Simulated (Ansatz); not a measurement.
Results of LDA in Ansatz (plane waves, PAW) for hcp Tl.

Run with plane-wave cutoff 520 eV, 18×18×10 k mesh (along the axes of the cell as run), Fermi–Dirac smearing 0.05 eV, scalar-relativistic PAW data made under PBE.

Properties against volume:

Shape and atoms are relaxed at each volume.

```
V (Å³/atom)  P (GPa)  c (Å)  a (Å)
-----------  -------  -----  -----
26.198          1.94  5.374  3.355
26.744          0.91  5.402  3.381
27.289          0.00  5.428  3.407
27.835         -0.79  5.455  3.433
28.381         -1.49  5.480  3.458
```

Note: the bulk modulus comes from volumes at which shape and atoms were relaxed.

Ansatz is a program for electronic structure.
